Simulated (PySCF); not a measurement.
**Reproducing measurements on PH3**

**What was measured.**

From NIST CCCBDB Release 22 (SRD 101), experimental dipoles, for the gas: dipole moment (microwave Stark effect) 0.58 D.

The runs below try to reproduce these values; the comparison stands at the end.

PH₃.
Atom-mapped SMILES: `[PH3:1]` (hydrogens: H2, H3, H4 on P1)

Geometry (PBE0-D3(BJ)/def2-SVP, Å), atoms numbered from 1 in this order:
```xyz
4
PH3 angstrom
P      0.0256   -0.0410    0.4763
H     -0.5990    1.0211   -0.2472
H      1.1993   -0.0042   -0.3374
H     -0.5896   -1.0495   -0.3272
```

The PySCF runs (gas phase, on this PBE0-D3(BJ)/def2-SVP geometry; no spin–orbit coupling):

```tsv
level	job	basis functions	wall time
PBE0-D3(BJ)/def2-SVP, grid level 1	geometry optimisation from a GFN2-xTB start shaken at random	33	1.0 s
PBE0/IGLO-III	shieldings, charges and field gradients	74	1.4 s
PBE0/aug-cc-pVDZ	shieldings, charges and field gradients	54	1.3 s
PBE0/cc-pVDZ	shieldings, charges and field gradients	33	0.86 s
PBE0/cc-pVTZ	shieldings, charges and field gradients	76	1.7 s
PBE0/pcSseg-0	shieldings, charges and field gradients	19	0.64 s
PBE0/pcSseg-3	shieldings, charges and field gradients	175	4.5 s
```

Hardware: one thread of an AMD EPYC 7R13, shared host.

Results beside the measurements:

**Dipole moment.** Measured: 0.58 D (NIST CCCBDB Release 22 (SRD 101), experimental dipoles).

| level | computed (D) | computed − measured (D) | % (from the printed values) |
| --- | --- | --- | --- |
| PBE0-D3(BJ)/def2-SVP | 0.91 | +0.33 | +57 |
| PBE0/IGLO-III | 0.61 | +0.03 | +5 |
| PBE0/aug-cc-pVDZ | 0.68 | +0.10 | +17 |
| PBE0/cc-pVDZ | 0.83 | +0.25 | +43 |
| PBE0/cc-pVTZ | 0.69 | +0.11 | +19 |
| PBE0/pcSseg-0 | 1.68 | +1.10 | +190 |
| PBE0/pcSseg-3 | 0.64 | +0.06 | +10 |

Closest is PBE0/IGLO-III (+0.03 D), furthest PBE0/pcSseg-0 (+1.10 D); one molecule doesn't rank methods. All 7 levels lie above the measurement. The computed dipoles belong to one fixed geometry; measured ones are averaged over vibrations unless marked μe. Magnitudes are compared, not signs.

No measured geometry was used, and the causes of the misses weren't examined.
